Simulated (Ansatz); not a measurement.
Two shapes of singlet CH3NO.

Shape 1:

```xyz
6

C     0.0000   -0.4117   -0.0523
O     0.0000   -0.3905    1.1538
N     0.0000    0.6799   -0.8543
H     0.0000   -1.3629   -0.6417
H     0.0000    0.5969   -1.8606
H     0.0000    1.6013   -0.4339
```

Shape 2:

```xyz
6

C    -0.0267   -0.4249   -0.0925
O    -0.0146   -0.4268    1.1850
N     0.0484    0.6680   -0.8578
H     0.0499   -1.3602   -0.6420
H    -0.0239    0.5722   -1.8969
H    -0.0421    1.6132   -0.4096
```

Basis set: 6-31G* (spherical functions). Frozen core: 3 orbitals. Charge 0, multiplicity 1.

Computed with Ansatz (development build ahead of 0.2.0); each method stands on the lowest determinant of its kind that the runs found.

Which shape is lower in energy, and by how much in each method?

```tsv
method	E(2) − E(1) (eV)
RHF	0.410
RHF-MP2	0.176
```

Shape 1 is lower.
